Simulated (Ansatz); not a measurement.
Other spins and charges of H₂N–O, doublet at one geometry

Geometry (PBE0/def2-TZVP stationary point for this spin, not checked as a minimum):

```xyz
4

N     0.0000    0.0000    0.5984
O     0.0000    0.0000   -0.6635
H     0.0000    0.8762    1.1083
H     0.0000   -0.8762    1.1083
```

Basis cc-pVDZ; Ansatz 0.2.0. Correlated methods freeze the noble-gas cores. R marks a restricted (for open shells ROHF) determinant, U an unrestricted one. Active spaces: valence = (13e, 10o) chosen from the atoms' valence shells.

Gaps are energies of the second state less the first, at fixed atoms, for a selection of the levels run; each method lands on the state that its own search finds for that charge and spin.

For open shells CISD is restricted-active-space CI with the open shells as a complete middle space.

PBE gives 6.648 eV for quartet less doublet. Estimate what UCCSDT(Q) gives in cc-pVDZ.

UCCSDT(Q) in cc-pVDZ gives 6.875 eV, so against it PBE is off by -0.227 eV.

```json
{"level": "UHF", "gap (eV)": "6.256", "error (meV)": "-619"}
{"level": "CISD", "gap (eV)": "6.824", "error (meV)": "-51"}
{"level": "UCCSDT", "gap (eV)": "6.870", "error (meV)": "-5"}
{"level": "RCCSDT(Q)", "gap (eV)": "6.877", "error (meV)": "2"}
{"level": "CASSCF (valence space)", "gap (eV)": "6.972", "error (meV)": "97"}
{"level": "NEVPT2 (valence space)", "gap (eV)": "6.972", "error (meV)": "97"}
{"level": "B3LYP", "gap (eV)": "6.760", "error (meV)": "-115"}
{"level": "wB97X-V", "gap (eV)": "7.136", "error (meV)": "261"}
{"level": "B2PLYP", "gap (eV)": "6.874", "error (meV)": "-1"}
{"level": "RPA-PBE", "gap (eV)": "6.753", "error (meV)": "-122"}
```

Removing an electron, to the triplet: 10.124 eV at UCCSDT(Q).

| level | gap (eV) | error (meV) |
| --- | --- | --- |
| UHF | 9.176 | -948 |
| RMP2 | 10.287 | 163 |
| RCCSD(T) | 10.126 | 2 |
| RCCSDT(Q) | 10.126 | 2 |
| CASSCF (valence space) | 9.114 | -1010 |
| NEVPT2 (valence space) | 10.058 | -66 |
| MRCISD (valence space) | 10.020 | -104 |
| PBE | 10.421 | 297 |
| PBE0 | 10.444 | 320 |
| B3LYP | 10.519 | 395 |

In so small a basis the reference is far from its limit while semilocal and hybrid functionals are nearer theirs (RPA and double hybrids share much of the reference's basis error), so the functionals' errors here hold much of the reference's basis and frozen-core error, which can add to them or hide them.

Full CI isn't at hand for all of this; UCCSDT(Q) serves as the reference, and is uncertain by about the last step of the cluster series. The frozen core follows each run's orbitals, which can shift R against U totals by a few meV.
